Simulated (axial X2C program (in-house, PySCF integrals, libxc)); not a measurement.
# Spin–orbit effects along a row: molecules with C (ions), PBE0

All values come from calculations with an in-house all-electron X2C program for linear molecules (integrals from PySCF), spin-free (one-electron X2C) or two-component (2c: spin–orbit coupling with atomic mean-field Coulomb and Gaunt terms, which also bring small scalar terms), in Dyall basis sets with cores contracted in-house; open shells are unrestricted.

Basis sets: Al dyall-av3z, C dyall-av3z, Cl dyall-av3z, Mg dyall-av3z, P dyall-av3z, Si dyall-av3z.

```tsv
molecule	spin-free state	Re (Å)	ωe (cm⁻¹)	De (eV)	2c state	Re 2c (Å)	ωe 2c (cm⁻¹)	De 2c (eV)
MgC⁻	M_S = 3/2, Λ = 0	2.188	425.9	1.54	Ω = 3/2	2.188	425.8	1.54
AlC⁻	M_S = 1, Λ = 1	1.887	705.2	3.07	Ω = 2	1.887	705.2	3.08
SiC⁻	M_S = 1/2, Λ = 0	1.675	1053.1	5.11	Ω = 1/2	1.675	1053.0	5.11
PC⁻	M_S = 0, Λ = 0	1.598	1219.3	6.62	Ω = 0	1.598	1219.2	6.62
CCl⁻	M_S = 1, Λ = 0	1.854	520.3	2.04	Ω = 1	1.854	520.3	2.05
```

Fragments in 2c: Mg + C-, Al + C-, Si- + C, P + C-, Cl- + C. Each entry is the lowest single determinant of a limited PBE0 search at one distance. De goes to single-determinant-based atoms at the same level (for ions the charge split of lowest energy) and is withheld (n/a) where an atom does not fit its ground term or J level. Main or longest-lived isotopes. One determinant is a doubtful description, or other states lie close, for MgC⁻, AlC⁻, SiC⁻, CCl⁻; these need not be ground states, and all values refer to the states named. Some open-shell Ω = 0 determinants are out of reach, so the Ω given for AlC⁻, CCl⁻ need not be the lowest component. With several unpaired electrons the Ω given is that of one determinant, not necessarily of the lowest component. Some light 2c atoms are not at their ground J level, so De misses part of their lowering (0.04 eV or less). The functionals have no current term, which raises determinants with orbital currents.
